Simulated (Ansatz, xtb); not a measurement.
System: C2H3O2, net charge -1, singlet state. It need not be the lowest isomer of its formula. Whether it binds its extra electron was not tested at this geometry. 
Geometry from a B3LYP-D3(BJ)/def2-TZVP (Ansatz, a program for electronic structure) optimisation:
SMILES: [CH2-]C(=O)O
```xyz
7

C      0.1085     0.0550    -0.0525
O      0.2233     1.2137    -0.5186
O     -1.2014    -0.2534     0.4485
H     -1.6558     0.5804     0.2714
C      1.0129    -0.9737     0.0648
H      0.7278    -1.9201     0.5019
H      2.0248    -0.8310    -0.2866
```
Charge -1, spin multiplicity 1.

Harmonic wavenumbers from GFN2-xTB (xtb, at its own minimum), cm⁻¹: 393, 409, 510, 527, 626, 666, 799, 1005, 1127, 1237, 1432, 1773, 3065, 3083, 3529.

**Question.** Give the harmonic wavenumbers at B3LYP-D3(BJ)/def2-TZVP (Ansatz, finite differences of forces, unscaled).

**Answer.** 426, 442, 454, 565, 623, 749, 803, 1021, 1183, 1267, 1443, 1699, 3144, 3228, 3757 cm⁻¹. Zero-point energy 29.7 kcal/mol.

**Question.** From these and the geometry, give the ideal-gas thermochemistry at 298.15 K and 1 atm (rigid rotor, harmonic oscillator).

**Answer.** Point group Cs, rotational symmetry number 1. Rotational constants 11.63, 10.31, 5.465 GHz. S(trans) 38.15, S(rot) 23.71, S(vib) 4.04, S(elec, spin only) 0.00, S 65.9 cal/(mol K). H(298) - H(0) 3.24 kcal/mol; G - E(el) 13.3 kcal/mol.
